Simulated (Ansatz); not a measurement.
# Relaxing Si₂As

The calculation used Ansatz, DFT r2SCAN, scalar-relativistic, plane waves, PAW. Cutoff 500 eV, Γ-centred k mesh, Gaussian smearing, no spin polarisation in the final step.

Si₂As was placed on the Cu2Sb structure type (P4/nmm, No. 129), with As in place of Sb, Si in place of Cu, at a guessed volume.

```yaml
crystal:
  lattice:
    - [3.94364, 0.00000, 0.00000]
    - [0.00000, 3.94364, 0.00000]
    - [0.00000, 0.00000, 6.01722]
  atoms:
    - { symbol: Si, position: [0.00000, 0.00000, 0.00000] }
    - { symbol: Si, position: [0.50000, 0.50000, 0.00000] }
    - { symbol: Si, position: [0.00000, 0.50000, 0.27000] }
    - { symbol: Si, position: [0.50000, 0.00000, 0.73000] }
    - { symbol: As, position: [0.00000, 0.50000, 0.70000] }
    - { symbol: As, position: [0.50000, 0.00000, 0.30000] }
```

Cell and atoms relax at zero pressure; the relaxation can't lower the symmetry of the start. After a coarse first stage the cell is made exact in the group found at 0.06 Å.

Energies over the elements count from the elements' standard structures at the same level, with no empirical corrections.

Task: What does it relax into?

Result: It keeps P4/nmm (No. 129), but not the shape of the type it started on. Conventional cell: a = 4.126 Å, c = 7.071 Å. Around Si on Wyckoff site a (2 atoms of the primitive cell) lie 4 Si at 2.40 Å and 4 Si at 2.92 Å; Si on Wyckoff site c (2 atoms of the primitive cell) is coordinated by 1 As at 2.34 Å and 4 Si at 2.40 Å; As has 1 Si at 2.34 Å and 4 As at 2.92 Å.

```
Si As
1.0
     4.12619    0.00000    0.00000
     0.00000    4.12619    0.00000
     0.00000    0.00000    7.07142
Si As
4 2
Direct
  0.00000 0.00000 0.00000
  0.50000 0.50000 0.00000
  0.00000 0.50000 0.17474
  0.50000 0.00000 0.82526
  0.00000 0.50000 0.50531
  0.50000 0.00000 0.49469
```

Task: What are its volume, energy, density and gap?

Result: The volume per atom is 20.07 Å³. The density is 3.62 g/cm³, the energy over the elements is 0.33 eV/atom and the gap on the 10×10×6 mesh is 0 eV (a metal).

The final run used a 10×10×6 mesh on its 6-atom cell and 0.10 eV smearing. For metals, differences of a few meV/atom aren't resolved. A structure relaxed within its symmetry needn't be a true minimum. The steps took of the order of 6 core-minutes in all.